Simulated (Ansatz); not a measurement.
HAlB, doublet: the ladder up to full CI

Geometry: a PBE0/def2-TZVP stationary point for this spin, not checked as a minimum.

```json
{"atom": "B", "x (Å)": "0.0000", "y (Å)": "-0.1388", "z (Å)": "1.5159"}
{"atom": "Al", "x (Å)": "0.0000", "y (Å)": "0.0968", "z (Å)": "-0.5473"}
{"atom": "H", "x (Å)": "0.0000", "y (Å)": "-1.1027", "z (Å)": "-1.6081"}
```

Basis 6-31G; Ansatz 0.2.0. Correlated methods freeze the noble-gas cores, which leaves 7 electrons in 18 orbitals. R marks a restricted (for open shells ROHF) determinant, U an unrestricted one. Active spaces: valence = (7e, 9o) chosen from the atoms' valence shells.

Full CI is exact within this basis and frozen core; it isn't the basis-set limit. The frozen core follows each run's orbitals, which can shift R against U totals by a few meV.

Unrestricted rows (U) aren't spin-pure: their determinants' ⟨S²⟩ exceeds S(S+1) by up to 0.91, so they mix in states of higher spin. HF rows are the lowest solutions found. Coupled cluster chose its determinant by trial CCSD, here up to 0.29 eV above the lowest Hartree–Fock solution of its kind, and MP2 stands on that determinant too.

```
UHF ⟨S²⟩                          : 1.663
T1 diagnostic (RCCSD)             : 0.0976
largest doubles amplitude (RCCSD) : 0.228
T1 diagnostic (UCCSD)             : 0.0722
```

```
                   level  E − E(full CI) (meV)  share of correlation (%)  wall time
                    RHF†                  3219                         –          –
                     UHF                  2264                     35.47          –
                    RMP2                  1281                     63.47          –
                    UMP2                   989                     71.80          –
                   RCCSD                   209                     94.05          –
                   UCCSD                   183                     94.79          –
                RCCSD(T)                    59                     98.32      2.5 s
                UCCSD(T)                    98                     97.19      3.1 s
                 BCCD(T)                    82                     97.67      2.5 s
                  RCCSDT                    18                     99.50          –
                  UCCSDT                    18                     99.47          –
               RCCSDT(Q)                     3                     99.90      5.5 s
               UCCSDT(Q)                     6                     99.82      6.5 s
                 RCCSDTQ                     1                     99.97       28 s
                 UCCSDTQ                     2                     99.95       48 s
  CASSCF (valence space)                   584                     83.35          –
  NEVPT2 (valence space)                   178                     94.93      2.7 s
  MRCISD (valence space)                    18                     99.50          –
MRCISD+Q (valence space)                     7                     99.80      4.4 s
```

A dagger marks rows that describe another state than the reference (another or a broken symmetry, a higher spin or other natural occupations), so the difference isn't the method's error.

The correlation energy at full CI, counted from the determinant under the R cluster runs, is -3.508 eV. That run took 28 s on 1 thread of AMD EPYC 7B13, shared host over 1,247,040 determinants.

Run but not shown, since their state, orbitals or frozen core can't be matched to the reference's or they repeat it: CISD, CISDTQ.

Times hold each run's SCF and search for its determinant on a shared host, so for small cases they say little of a method's own cost; they ran on 1 thread of AMD EPYC 7B13.

The full-CI state has the irrep A'' of Cs, in the program's axes.

Natural occupations of full CI about the gap: 1.961 1.935 1.683 0.961 0.271 0.059 0.058 0.027 0.020 0.006; effectively unpaired electrons, Σ n²(2−n)², 1.55.

Atomization energy (electronic, same basis, no zero-point term; atoms at the same level, unrestricted beside the R rows where the molecule is a closed shell, with restricted open-shell steps beyond CCSDT(Q)) at full CI: 319.0 kJ/mol. Errors of other levels:

```
                   level  error (kJ/mol)
                     UHF           -30.1
                    RMP2           -39.7
                    UMP2           -11.7
                   RCCSD           -18.4
                   UCCSD           -15.9
                RCCSD(T)            -5.1
                UCCSD(T)            -8.9
                 BCCD(T)            -7.3
                  RCCSDT            -1.7
                  UCCSDT            -1.8
               RCCSDT(Q)            -0.3
               UCCSDT(Q)            -0.6
                 RCCSDTQ            -0.1
                 UCCSDTQ            -0.2
  CASSCF (valence space)           -20.4
  NEVPT2 (valence space)            -1.5
  MRCISD (valence space)            -1.7
MRCISD+Q (valence space)            -1.0
```

This basis is far from its limit, so the value isn't to be set against a measured one. Truncated CI isn't size-consistent, which counts against it in atomization.
